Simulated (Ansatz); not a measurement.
Working through vertical and adiabatic energies of changing the electron count of ClF

With Ansatz 0.2.0 through its Python package.

Typed at the interpreter:
```pycon
>>> import itertools
>>> import warnings
>>> import ansatz
>>> from ase.data import atomic_numbers, covalent_radii
>>> import numpy as np
>>> BASIS = "def2-SVP"
>>> XC = "r2scan"
>>> NET_CHARGE = 1
>>> GEOMETRY = """
... F     0.81430    0.00000    0.00000
... Cl   -0.81430    0.00000    0.00000
... """
>>> warnings.simplefilter("ignore", ansatz.DeckWarning)
>>> clf = ansatz.Crystal.molecule()
>>> for line in GEOMETRY.strip().splitlines():
...     symbol, *xyz = line.split()
...     clf = clf.atom(symbol, [float(v) for v in xyz])
...
>>> model = clf.calculation().basis(gaussian=BASIS).functional(XC)
>>> symbols = [site.symbol for site in clf.cartesian_sites]
>>> start = np.array([site.position_ang for site in clf.cartesian_sites], dtype=float)
>>> rep = model.relax(force_tolerance=0.01).run(threads=1, pin="off").report
>>> end = np.array(rep["positions_ang"])
>>> minimum = ansatz.Crystal.molecule()
>>> for symbol, place in zip(symbols, end):
...     minimum = minimum.atom(symbol, place.tolist())
...
>>> ion = (
...     minimum.calculation()
...     .basis(gaussian=BASIS)
...     .functional(XC)
...     .charge(NET_CHARGE)
...     .spin("collinear", total=1)
... )
>>> vertical = ion.run(threads=1, pin="off").report
>>> settled = ion.relax(force_tolerance=0.01, max_steps=80).run(threads=1, pin="off").report
>>> print(f"vertical ionisation energy   {vertical['free_energy_ev'] - rep['free_energy_ev']:.3f} eV")
vertical ionisation energy   12.724 eV
>>> print(f"adiabatic, no zero point     {settled['free_energy_ev'] - rep['free_energy_ev']:.3f} eV")
adiabatic, no zero point     12.594 eV
>>> print(f"relaxation energy of the ion {vertical['free_energy_ev'] - settled['free_energy_ev']:.3f} eV")
relaxation energy of the ion 0.130 eV
>>> ionised = np.array(settled["positions_ang"])
>>> radius = [covalent_radii[atomic_numbers[s]] for s in symbols]
>>> span = lambda where, i, j: np.linalg.norm(where[i] - where[j])
>>> bonded = [(i, j) for i, j in itertools.combinations(range(len(symbols)), 2) if min(span(end, i, j), span(ionised, i, j)) < 1.2 * (radius[i] + radius[j])]
>>> print("pair        before    after (A)")
pair        before    after (A)
>>> for i, j in bonded:
...     print(f"{symbols[i]}{i}-{symbols[j]}{j}".ljust(10), f"{span(end, i, j):8.4f} {span(ionised, i, j):8.4f}")
...
F0-Cl1       1.6608   1.5684
```

The energies are electronic: no zero-point or thermal terms, and the basis set is short of its limit. The product may relax into another structure. The relaxation finds the nearest minimum, so the adiabatic value is an upper bound. Hardware and time: 12 s on 1 thread of Arm Neoverse V2, on a shared host, peak memory 0.18 GiB.
